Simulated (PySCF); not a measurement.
PySCF input:

```python
from pyscf import gto, scf, dft

mol = gto.M(
    atom='''
    C    -0.00517534   -0.10696577    0.84074838
    C    -0.01360476   -0.69854769   -0.52112947
    C     0.01459619    0.56938060   -0.61931483
    H     0.91046776   -0.08734705    1.42564298
    H    -0.92297864   -0.04704489    1.41948447
    H     0.03761437    1.55118910   -1.04695191
    ''',
    basis='def2-tzvpd',
    charge=0,
    spin=1,
    verbose=4,
)

mf = dft.UKS(mol, xc='bp86').density_fit(auxbasis='def2-universal-jkfit')
mf.grids.level = 3
mf.conv_tol = 1e-9
mf.max_cycle = 100
mf.max_memory = 1500
mf.kernel()
if not mf.converged:
    mf = mf.newton()
    mf.kernel(mf.make_rdm1())
for _ in range(2):
    mo, _, stable, _ = mf.stability(return_status=True)
    if stable:
        break
    mf.kernel(mf.make_rdm1(mo, mf.mo_occ))
mf.analyze()
```

Which total energy does the run end on?

-115.97952 Eh (BP86/def2-TZVPD).

It need not be the lowest isomer of its formula.
